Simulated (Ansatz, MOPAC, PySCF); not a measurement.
Isomers of CHN: 1 is C#N, 2 is [C-]#[NH+]; one conformer of each (the lowest of an xTB search), B3LYP-D3(BJ)/def2-TZVP minima.
Isomer 1 (charge 0, multiplicity 1, Z-matrix in Å and degrees):
```
C
N 1 1.1462
H 1 1.0667 2 180.00
```
Isomer 2 (charge 0, multiplicity 1):
```xyz
3

C      1.109     0.000     0.000
N     -0.056     0.000     0.000
H     -1.053     0.000     0.000
```

No zero-point or thermal terms.

Correlated levels freeze the cores. CBS(a, b) extrapolates the correlation energy as X⁻³ and adds the Hartree–Fock energy of set b. Rows in 3-21G, 6-311+G**, 6-31G* carry no dispersion term and start afresh at each structure (6-31G* with six Cartesian d functions). The state reached by AM1, PM7 isn't checked; PM7 holds dispersion and hydrogen-bond terms.

The values were computed with Ansatz (Gaussian basis) for Hartree–Fock, density functionals and correlated methods; MOPAC for AM1, PM7 (differences of heats of formation); PySCF for 3-21G rows, 6-311+G** rows, 6-31G* rows, the dispersion terms. Each number belongs to the level named beside it.

Other levels give for the electronic energy of isomer 2 less that of isomer 1: PBE/def2-TZVPP 0.645; B3LYP/def2-TZVPP 0.603; B3LYP-D3(BJ)/def2-TZVPP 0.599; wB97M-V/def2-TZVPP 0.531; CCSD(T)/CBS(cc-pVTZ, cc-pVQZ) 0.642 eV.

Common cheap choices:

```csv
level,electronic energy of isomer 2 less that of isomer 1 (eV),"less 0.642 (CCSD(T)/CBS(cc-pVTZ, cc-pVQZ))"
AM1,0.791,0.149
PM7,0.403,-0.239
HF/6-31G*,0.536,-0.106
BP86/6-31G*,0.746,0.104
B3LYP/3-21G,0.678,0.035
B3LYP/6-31G*,0.723,0.080
B3LYP/6-311+G**,0.626,-0.017
M06-2X/6-31G*,0.664,0.022
```

Ansatz is a quantum-chemistry and plane-wave program.
